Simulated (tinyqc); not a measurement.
Inside a calculation (part 2 of 2). Method: coupled-perturbed Hartree-Fock on RHF in the sto-3g basis, for NH3, spin multiplicity 1. Computed by tinyqc, a small Python program that keeps every step (integrals from PySCF). Command: `OMP_NUM_THREADS=1 python tinyqc.py 24480 24481 out.jsonl` (the two numbers bound the seeds that draw the settings). One thread of a shared host (Intel(R) Xeon(R) Processor @ 2.60GHz), about 0.2 s of CPU time with the checks.

Geometry (angstrom):
```
atom,x,y,z
N,0.00000,0.00000,0.28400
H,1.03300,0.00000,0.00000
H,-0.51700,0.89500,0.00000
H,-0.51700,-0.89500,0.00000
```

## Integrals over molecular orbitals

coefficients C:
```
,MO1,MO2,MO3,MO4,MO5,MO6,MO7,MO8
1N 1s,0.99354,-0.22136,0.00004,0.00000,-0.06732,-0.18569,0.00000,-0.00030
1N 2s,0.03025,0.75604,-0.00025,0.00000,0.33782,1.18039,0.00000,0.00220
1N 2px,0.00000,0.00013,0.58037,0.00000,0.00010,-0.00150,0.00000,1.03827
1N 2py,0.00000,0.00000,0.00000,0.58040,0.00000,0.00000,1.03791,0.00000
1N 2pz,-0.00326,-0.09217,-0.00011,0.00000,0.93697,-0.41209,0.00000,-0.00075
2H 1s,-0.00598,0.16472,0.49957,0.00000,-0.10491,-0.68456,0.00000,-0.94041
3H 1s,-0.00598,0.16451,-0.24993,0.43278,-0.10497,-0.68620,-0.81313,0.46852
4H 1s,-0.00598,0.16451,-0.24993,-0.43278,-0.10497,-0.68620,0.81313,0.46852
```

core Hamiltonian H = T + V (hartree):
```
,1N 1s,1N 2s,1N 2px,1N 2py,1N 2pz,2H 1s,3H 1s,4H 1s
1N 1s,-25.67652,-5.90953,-0.00001,0.00000,0.01123,-1.28654,-1.28480,-1.28480
1N 2s,-5.90953,-7.71527,-0.00007,0.00000,0.13211,-3.01347,-3.01079,-3.01079
1N 2px,-0.00001,-0.00007,-6.41283,0.00000,0.00004,-2.25056,1.12505,1.12505
1N 2py,0.00000,0.00000,0.00000,-6.41263,0.00000,0.00000,-1.94761,1.94761
1N 2pz,0.01123,0.13211,0.00004,0.00000,-6.27571,0.65334,0.65259,0.65259
2H 1s,-1.28654,-3.01347,-2.25056,0.00000,0.65334,-4.43461,-0.97154,-0.97154
3H 1s,-1.28480,-3.01079,1.12505,-1.94761,0.65259,-0.97154,-4.43296,-0.97111
4H 1s,-1.28480,-3.01079,1.12505,1.94761,0.65259,-0.97154,-0.97111,-4.43296
```

Given earlier and not repeated: Two-electron integrals (ij|kl) in chemists' order.

(pq|rs) = sum C_ip C_jq C_kr C_ls (ij|kl), one index at a time.

one-electron integrals over orbitals h = C^T H C (hartree):
```
,1,2,3,4,5,6,7,8
1,-25.65981,0.44646,-0.00009,0.00000,0.12552,0.35375,0.00000,0.00057
2,0.44646,-6.30655,-0.00010,0.00000,-0.16224,-1.24919,0.00000,-0.00218
3,-0.00009,-0.00010,-5.41445,0.00000,0.00023,0.00254,0.00000,-1.33781
4,0.00000,0.00000,0.00000,-5.41382,0.00000,0.00000,-1.33791,0.00000
5,0.12552,-0.16224,0.00023,0.00000,-6.16508,0.40092,0.00000,0.00044
6,0.35375,-1.24919,0.00254,0.00000,0.40092,-4.48038,0.00000,0.00064
7,0.00000,0.00000,0.00000,-1.33791,0.00000,0.00000,-4.91106,0.00000
8,0.00057,-0.00218,-1.33781,0.00000,0.00044,0.00064,0.00000,-4.91114
```

Two-electron integrals over orbitals (pq|rs), unique and non-zero (hartree):
```
p,q,r,s,(pq|rs)
1,1,1,1,4.12770
2,1,1,1,-0.34649
2,1,2,1,0.04588
2,2,1,1,0.83644
2,2,2,1,-0.01031
2,2,2,2,0.59695
3,1,1,1,0.00007
3,1,2,1,-6.39e-06
3,1,2,2,1.02e-05
3,1,3,1,0.00887
3,2,1,1,1.14e-05
3,2,2,1,4.95e-06
3,2,2,2,0.00008
3,2,3,1,0.01442
3,2,3,2,0.12223
3,3,1,1,0.69165
3,3,2,1,-0.00381
3,3,2,2,0.54498
3,3,3,1,0.00272
3,3,3,2,0.04881
3,3,3,3,0.56710
4,1,4,1,0.00887
4,2,4,1,0.01442
4,2,4,2,0.12215
4,3,4,1,-0.00273
4,3,4,2,-0.04887
4,3,4,3,0.04504
4,4,1,1,0.69157
4,4,2,1,-0.00381
4,4,2,2,0.54487
4,4,3,1,-0.00273
4,4,3,2,-0.04886
4,4,3,3,0.47715
4,4,4,4,0.56709
5,1,1,1,-0.10379
5,1,2,1,0.01157
5,1,2,2,-0.00991
5,1,3,1,-3.77e-06
5,1,3,2,-9.27e-07
5,1,3,3,-0.00339
5,1,4,4,-0.00339
5,1,5,1,0.02406
5,2,1,1,0.05619
5,2,2,1,-0.00521
5,2,2,2,-0.01268
5,2,3,1,-1.24e-07
5,2,3,2,-2.02e-06
5,2,3,3,-0.00151
5,2,4,4,-0.00151
5,2,5,1,0.02302
5,2,5,2,0.10722
5,3,1,1,-0.00006
5,3,2,1,2.43e-06
5,3,2,2,-1.89e-05
5,3,3,1,0.00228
5,3,3,2,-0.00292
5,3,3,3,-0.00732
5,3,4,4,0.00730
5,3,5,1,-5.13e-06
5,3,5,2,-2.05e-05
5,3,5,3,0.02706
5,4,4,1,0.00228
5,4,4,2,-0.00292
5,4,4,3,0.00731
5,4,5,4,0.02706
5,5,1,1,0.94702
5,5,2,1,-0.01129
5,5,2,2,0.60940
5,5,3,1,8.56e-07
5,5,3,2,4.27e-06
5,5,3,3,0.53825
5,5,4,4,0.53820
5,5,5,1,0.01099
5,5,5,2,0.07429
5,5,5,3,-4.74e-05
5,5,5,5,0.76210
6,1,1,1,-0.28910
6,1,2,1,0.03937
6,1,2,2,-0.00667
6,1,3,1,-2.67e-05
6,1,3,2,-2.90e-05
6,1,3,3,-0.00256
6,1,4,4,-0.00255
6,1,5,1,0.00365
6,1,5,2,-0.01121
6,1,5,3,-2.01e-06
6,1,5,5,-0.01276
6,1,6,1,0.03568
6,2,1,1,0.30587
6,2,2,1,-0.00857
6,2,2,2,0.11585
6,2,3,1,-1.57e-05
6,2,3,2,-0.00007
6,2,3,3,0.06985
6,2,4,4,0.06984
6,2,5,1,-0.01144
6,2,5,2,-0.01460
6,2,5,3,-2.94e-05
6,2,5,5,0.13610
6,2,6,1,-0.00439
6,2,6,2,0.08731
6,3,1,1,-0.00056
6,3,2,1,1.16e-05
6,3,2,2,-0.00024
6,3,3,1,0.00465
6,3,3,2,-0.02766
6,3,3,3,-0.03516
6,3,4,4,0.03488
6,3,5,1,1.10e-06
6,3,5,2,-4.87e-05
6,3,5,3,0.01001
6,3,5,5,-0.00030
6,3,6,1,-7.28e-07
6,3,6,2,-0.00019
6,3,6,3,0.06037
6,4,4,1,0.00465
6,4,4,2,-0.02773
6,4,4,3,0.03508
6,4,5,4,0.01003
6,4,6,4,0.06053
6,5,1,1,-0.08516
6,5,2,1,-0.00123
6,5,2,2,-0.04864
6,5,3,1,-8.49e-06
6,5,3,2,-0.00006
6,5,3,3,-0.02292
6,5,4,4,-0.02286
6,5,5,1,0.01483
6,5,5,2,0.04602
6,5,5,3,-3.71e-05
6,5,5,5,-0.03269
6,5,6,1,-0.00552
6,5,6,2,-0.04384
6,5,6,3,0.00007
6,5,6,5,0.04170
6,6,1,1,0.68396
6,6,2,1,-0.00771
6,6,2,2,0.51203
6,6,3,1,-3.22e-05
6,6,3,2,-0.00028
6,6,3,3,0.48550
6,6,4,4,0.48575
6,6,5,1,-0.01651
6,6,5,2,-0.04605
6,6,5,3,3.59e-05
6,6,5,5,0.48891
6,6,6,1,-0.00201
6,6,6,2,0.06850
6,6,6,3,3.03e-05
6,6,6,5,-0.04298
6,6,6,6,0.49604
7,1,4,1,0.01330
7,1,4,2,0.02008
7,1,4,3,-0.00350
7,1,5,4,0.00345
7,1,6,4,0.00651
7,1,7,1,0.02002
7,2,4,1,0.01153
7,2,4,2,0.03206
7,2,4,3,0.01410
7,2,5,4,0.01595
7,2,6,4,0.03997
7,2,7,1,0.01634
7,2,7,2,0.05517
7,3,4,1,0.00233
7,3,4,2,0.04262
7,3,4,3,-0.01514
7,3,5,4,-0.00699
7,3,6,4,-0.02970
7,3,7,1,0.00360
7,3,7,2,-0.00326
7,3,7,3,0.03499
7,4,1,1,0.30467
7,4,2,1,-0.00587
7,4,2,2,0.11311
7,4,3,1,0.00233
7,4,3,2,0.04264
7,4,3,3,0.09044
7,4,4,4,0.06020
7,4,5,1,0.00034
7,4,5,2,0.03147
7,4,5,3,-0.00700
7,4,5,5,0.15564
7,4,6,1,-0.00529
7,4,6,2,0.08019
7,4,6,3,-0.02978
7,4,6,5,-0.02122
7,4,6,6,0.04327
7,4,7,4,0.13413
7,5,4,1,0.00512
7,5,4,2,0.03502
7,5,4,3,-0.01422
7,5,5,4,0.01977
7,5,6,4,-0.01331
7,5,7,1,0.00752
7,5,7,2,0.01143
7,5,7,3,0.01341
7,5,7,5,0.03382
7,6,4,1,0.01152
7,6,4,2,0.10062
7,6,4,3,-0.05078
7,6,5,4,-0.01203
7,6,6,4,-0.04689
7,6,7,1,0.01650
7,6,7,2,0.00573
7,6,7,3,0.04884
7,6,7,5,0.02826
7,6,7,6,0.10827
7,7,1,1,0.79293
7,7,2,1,-0.00849
7,7,2,2,0.54760
7,7,3,1,0.00023
7,7,3,2,-0.02829
7,7,3,3,0.48499
7,7,4,4,0.55819
7,7,5,1,-0.00223
7,7,5,2,0.01151
7,7,5,3,0.00974
7,7,5,5,0.56131
7,7,6,1,-0.00670
7,7,6,2,0.08038
7,7,6,3,0.03856
7,7,6,5,-0.02037
7,7,6,6,0.49334
7,7,7,4,0.07649
7,7,7,7,0.58047
8,1,1,1,-0.00047
8,1,2,1,0.00007
8,1,2,2,-2.68e-07
8,1,3,1,0.01331
8,1,3,2,0.02009
8,1,3,3,0.00348
8,1,4,4,-0.00350
8,1,5,1,7.18e-06
8,1,5,2,-1.57e-05
8,1,5,3,0.00345
8,1,5,5,-1.96e-05
8,1,6,1,2.85e-05
8,1,6,2,-3.29e-05
8,1,6,3,0.00652
8,1,6,5,-1.94e-05
8,1,6,6,-0.00005
8,1,7,4,0.00359
8,1,7,7,0.00054
8,1,8,1,0.02003
8,2,1,1,0.00055
8,2,2,1,-1.26e-05
8,2,2,2,0.00021
8,2,3,1,0.01152
8,2,3,2,0.03202
8,2,3,3,-0.01401
8,2,4,4,0.01423
8,2,5,1,-1.65e-05
8,2,5,2,-4.62e-06
8,2,5,3,0.01596
8,2,5,5,0.00024
8,2,6,1,-3.36e-05
8,2,6,2,0.00008
8,2,6,3,0.03997
8,2,6,5,-0.00009
8,2,6,6,0.00008
8,2,7,4,-0.00312
8,2,7,7,0.02451
8,2,8,1,0.01634
8,2,8,2,0.05517
8,3,1,1,0.30467
8,3,2,1,-0.00587
8,3,2,2,0.11304
8,3,3,1,-0.00232
8,3,3,2,-0.04268
8,3,3,3,0.06020
8,3,4,4,0.09048
8,3,5,1,0.00034
8,3,5,2,0.03148
8,3,5,3,0.00697
8,3,5,5,0.15562
8,3,6,1,-0.00528
8,3,6,2,0.08020
8,3,6,3,0.02948
8,3,6,5,-0.02117
8,3,6,6,0.04354
8,3,7,4,0.06668
8,3,7,7,0.10058
8,3,8,1,-0.00360
8,3,8,2,0.00346
8,3,8,3,0.13418
8,4,4,1,0.00234
8,4,4,2,0.04258
8,4,4,3,-0.01509
8,4,5,4,-0.00697
8,4,6,4,-0.02960
8,4,7,1,0.00361
8,4,7,2,-0.00319
8,4,7,3,0.03237
8,4,7,5,0.01340
8,4,7,6,0.04877
8,4,8,4,0.03490
8,5,1,1,-0.00009
8,5,2,1,-1.26e-06
8,5,2,2,-3.93e-05
8,5,3,1,0.00512
8,5,3,2,0.03503
8,5,3,3,0.01416
8,5,4,4,-0.01423
8,5,5,1,2.47e-05
8,5,5,2,0.00008
8,5,5,3,0.01978
8,5,5,5,-2.17e-05
8,5,6,1,-2.08e-05
8,5,6,2,-0.00008
8,5,6,3,-0.01328
8,5,6,5,9.84e-06
8,5,6,6,-0.00014
8,5,7,4,0.01339
8,5,7,7,-0.00866
8,5,8,1,0.00752
8,5,8,2,0.01143
8,5,8,3,-0.01345
8,5,8,5,0.03382
8,6,1,1,-0.00012
8,6,2,1,3.01e-06
8,6,2,2,2.54e-05
8,6,3,1,0.01152
8,6,3,2,0.10059
8,6,3,3,0.05054
8,6,4,4,-0.05068
8,6,5,1,-2.22e-05
8,6,5,2,-0.00009
8,6,5,3,-0.01199
8,6,5,5,-0.00009
8,6,6,1,-1.86e-05
8,6,6,2,-4.81e-05
8,6,6,3,-0.04666
8,6,6,5,-0.00008
8,6,6,6,-0.00029
8,6,7,4,0.04875
8,6,7,7,-0.04084
8,6,8,1,0.01651
8,6,8,2,0.00576
8,6,8,3,-0.04892
8,6,8,5,0.02823
8,6,8,6,0.10805
8,7,4,1,0.00024
8,7,4,2,-0.02813
8,7,4,3,0.03657
8,7,5,4,0.00974
8,7,6,4,0.03870
8,7,7,1,0.00058
8,7,7,2,0.02438
8,7,7,3,-0.01197
8,7,7,5,-0.00859
8,7,7,6,-0.04074
8,7,8,4,-0.01190
8,7,8,7,0.04002
8,8,1,1,0.79306
8,8,2,1,-0.00849
8,8,2,2,0.54767
8,8,3,1,-0.00019
8,8,3,2,0.02861
8,8,3,3,0.55839
8,8,4,4,0.48481
8,8,5,1,-0.00223
8,8,5,2,0.01151
8,8,5,3,-0.00980
8,8,5,5,0.56136
8,8,6,1,-0.00670
8,8,6,2,0.08044
8,8,6,3,-0.03903
8,8,6,5,-0.02040
8,8,6,6,0.49314
8,8,7,4,0.10071
8,8,7,7,0.50012
8,8,8,1,-0.00052
8,8,8,2,-0.02421
8,8,8,3,0.07633
8,8,8,5,0.00870
8,8,8,6,0.04104
8,8,8,8,0.58078
```

## Response to a field: uncoupled start

orbital energies (hartree): MO1 -15.28640, MO2 -1.03567, MO3 -0.54648, MO4 -0.54625, MO5 -0.32263, MO6 0.54632, MO7 0.70083, MO8 0.70135

dipole integrals <a|y|i> (bohr):
```
,i1,i2,i3,i4,i5
a6,0.00000,0.00000,0.00000,-0.77788,0.00000
a7,0.06626,-0.13136,0.58028,0.00000,0.33796
a8,0.00000,0.00000,0.00000,0.57901,0.00000
```

Field along y; U_ai = -mu_ai / (e_a - e_i), alpha = -4 sum U_ai mu_ai.

uncoupled U:
```
,i1,i2,i3,i4,i5
a6,0.00000,0.00000,0.00000,0.71197,0.00000
a7,-0.00414,0.07565,-0.46523,0.00000,-0.33022
a8,0.00000,0.00000,0.00000,-0.46410,0.00000
```

uncoupled polarisability = 4.85725 bohr^3

## Coupled step 1

U_ai = -(mu_ai + sum_bj [4 (ai|bj) - (ab|ij) - (aj|bi)] U_bj) / (e_a - e_i); alpha = -4 sum U_ai mu_ai.

U after step 1:
```
,i1,i2,i3,i4,i5
a6,0.00000,0.00000,0.00000,0.87318,0.00000
a7,-0.00436,0.11525,-0.56839,0.00000,-0.43859
a8,0.00000,0.00000,0.00000,-0.56700,0.00000
```

polarisability = 6.00400 bohr^3

## Coupled step 2

As before.

U after step 2:
```
,i1,i2,i3,i4,i5
a6,0.00000,0.00000,0.00000,0.90964,0.00000
a7,-0.00441,0.12953,-0.59064,0.00000,-0.47887
a8,0.00000,0.00000,0.00000,-0.58920,0.00000
```

polarisability = 6.28249 bohr^3

## Coupled polarisability

Repeat until U stops changing; compare with -d2E/dF2.

Course of the coupled iterations:
```
step,alpha (bohr^3)
0,4.85725
1,6.00400
2,6.28249
3,6.35283
4,6.37163
5,6.37707
6,6.37879
7,6.37940
8,6.37964
9,6.37973
10,6.37978
11,6.37979
12,6.37980
13,6.37981
14,6.37981
15,6.37981
16,6.37981
17,6.37981
18,6.37981
19,6.37981
20,6.37981
21,6.37981
22,6.37981
```

coupled polarisability = 6.37981 bohr^3

finite-field check, fields of +/-0.001 au = 6.37981 bohr^3
